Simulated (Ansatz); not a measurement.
Worked example: correlation energy of HAlSi⁺, doublet

Geometry: that of the HAlSi, singlet, kept fixed.

```yaml
atoms:
  - { symbol: Si, position_ang: [0.0000, 0.0000, 2.1008] }
  - { symbol: Al, position_ang: [0.0000, 0.0000, -0.2530] }
  - { symbol: H, position_ang: [0.0000, 0.0000, -1.8478] }
```

Basis 6-31G; Ansatz 0.2.0. Only valence electrons are correlated (noble-gas cores frozen), which leaves 7 electrons in 18 orbitals. Prefix R: restricted or restricted open-shell reference; prefix U: unrestricted.

Full CI is exact within this basis and frozen core; it isn't the basis-set limit. The frozen core follows each run's orbitals, which can shift R against U totals by a few meV.

The cluster runs stand on a determinant 0.04 eV above the lowest UHF solution, chosen by trial CCSD; the correlation energy below is counted from it.

Runs differ by some tens of microhartree through their thresholds and, for an open shell, their frozen cores, so the step to full CI, which has another core, is uncertain by up to 0.1 kcal/mol.

| level | total energy (hartree) |
| --- | --- |
| UHF determinant under the cluster runs | -531.030600 |
| UMP2 | -531.081723 |
| UCCSD | -531.106727 |
| UCCSD(T) | -531.108289 |
| UCCSDT | -531.109020 |
| UCCSDT(Q) | -531.109121 |
| UCCSDTQ | -531.109144 |
| full CI | -531.109147 |

Question: What is the correlation energy at full CI, and what share of it do UMP2 and UCCSDT recover?

Answer: E(corr) = -531.109147 − (-531.030600) = -0.078547 hartree = -2.137 eV. UMP2: -0.051123 / -0.078547 = 65.09 %. UCCSDT: -0.078420 / -0.078547 = 99.84 %.

Question: By how many kcal/mol does UCCSD(T) miss full CI (1 hartree = 627.509 kcal/mol), and which steps make up the rest?

Answer: -531.108289 − (-531.109147) = 0.000858 hartree = 0.54 kcal/mol. Steps: UCCSDT − UCCSD(T) = -0.46, UCCSDT(Q) − UCCSDT = -0.06, UCCSDTQ − UCCSDT(Q) = -0.01, full CI − UCCSDTQ = 0.00 kcal/mol. That is within 1 kcal/mol of the reference in this basis, which itself misses far more of the correlation at the basis-set limit.
